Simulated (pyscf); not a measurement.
Structures and frequencies: ωB97X-D3(BJ)/def2-SVP in PySCF. Correlated levels are frozen-core, on RHF or UHF. ΔMP2 is the change of the MP2 total energy from the triple- to the quadruple-zeta basis.

**Question.** PBE/def2-TZVP puts the barrier of F–CH•–F + HCl → F–CH(F)–Cl + H• (atom transfer; doublet surface; Cl–H broken, C–Cl formed) at 20.0 kcal/mol and the reaction energy at +16.8 kcal/mol, from the separated reactants. What do r²SCAN/def2-TZVP, ωB97M-D3(BJ)/def2-TZVP, CCSD(T)/def2-TZVPP + ΔMP2(QZVPP) give on the same structures?

**Answer.** r²SCAN: ΔE‡ = 22.2 kcal/mol, ΔE = +19.6 kcal/mol; ωB97M-D3(BJ): ΔE‡ = 29.5 kcal/mol, ΔE = +17.8 kcal/mol; CCSD(T): ΔE‡ = 29.8 kcal/mol, ΔE = +19.0 kcal/mol. PBE's barrier lies under all of them, by 2.2 to 9.8 kcal/mol. Its reaction energy lies under all of them, by 1.0 to 2.8 kcal/mol. This is the saddle that the search found; another between the same sides may lie lower. The angle at the transferred Cl is 177°. The CCSD(T) − MP2 part came from Ansatz, without density fitting, on the same reference.
